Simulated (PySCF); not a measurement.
## C5H8: calculation and literature

Atoms are numbered as in `[CH:1]#[C:2][CH:3]([CH3:4])[CH3:5]`. Each H is labelled by its parent atom.

The experiment to reproduce: δ 13C C2 89.2; C1 67.6; C4/C5 22.8; C3 20.3 ppm (measured; solution, not stated per compound (mostly CDCl3 or CCl4); Pretsch, Buehlmann, Badertscher, Structure Determination of Organic Compounds, 4th ed. (2009)).

- PBE0-D3(BJ)/def2-TZVP geometry
- shielding tensors at B97-2/pcSseg-2 (GIAO)
- run in PySCF
- single conformer, equivalent nuclei averaged, non-relativistic Hamiltonian, no solvent

Question: Set the calculated values beside the experiment.

Answer: 
Reference values: measured (solution, not stated per compound (mostly CDCl3 or CCl4); Pretsch, Buehlmann, Badertscher, Structure Determination of Organic Compounds, 4th ed. (2009)).
```json
{"atoms": "C2", "quantity": "δ 13C", "reference": "89.2", "computed": "94.0", "computed, scaled": "88.7"}
{"atoms": "C1", "quantity": "δ 13C", "reference": "67.6", "computed": "71.9", "computed, scaled": "67.3"}
{"atoms": "C4/C5", "quantity": "δ 13C", "reference": "22.8", "computed": "25.5", "computed, scaled": "22.6"}
{"atoms": "C3", "quantity": "δ 13C", "reference": "20.3", "computed": "25.1", "computed, scaled": "22.2"}
```

Computed shifts are σ(ref) − σ with the named reference compound (TMS for H and C) calculated as an isolated molecule at the same level. The measured values may be among those fitted. Scaled to experiment by linear calibration (H and C: mostly CDCl3 data, vs TMS): 13C (scatter 2.0 ppm rms, 2.1 ppm with the 1 outlier that the fit left out). Occasional misses reach two or three times the rms, and more in compound classes unlike the fitted ones.

Question: How far are the unscaled 13C shifts from the references?

Answer: Mean signed difference +4.15 ppm, mean absolute 4.15 ppm over 4 comparisons; the largest is +4.8 ppm at C3 (propargylic sp3 CH).
